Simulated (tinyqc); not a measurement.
Orbital energy against energy difference: ionisation energy by orbital energies and by energy differences in the cc-pvdz basis, for H2O, spin multiplicity 1. Computed by the program tinyqc with PySCF. The cation is unrestricted; errors are against CCSD(T) in this basis, not against experiment.

Geometry (angstrom):
```
atom       x        y       z
O     0.0000   0.0000  0.0000
H     0.0000   0.7580  0.4630
H     0.0000  -0.7580  0.4630
```

CCSD(T) difference in the same basis = 12.1714 eV

IP-EOM-CCSD = 12.0147 eV

First vertical ionisation energy (eV):
```
method     -e(HOMO)  E(cation) - E  error of -e(HOMO)  error of the difference
HF           13.465       10.96481              1.294                   -1.207
LDA           6.309       12.88645             -5.862                    0.715
PBE           6.197       12.51548             -5.975                    0.344
B3LYP         7.906       12.54894             -4.265                    0.378
PBE0          8.284       12.43369             -3.887                    0.262
CAM-B3LYP     9.808       12.54901             -2.363                    0.378
LC-wPBE      11.299       12.60680             -0.873                    0.435
```

What does the comparison show, and why?

Koopmans errs by +1.29 eV and Delta-HF by -1.21 eV: relaxation, 2.50 eV, lowers the value and the missing correlation difference works against it. The PBE level is off by -6.0 eV through the wrong tail of its potential, though its energy difference is off by +0.34 eV; exact exchange deepens the level, and among the orbital energies LC-wPBE comes closest; among the differences PBE0 does.
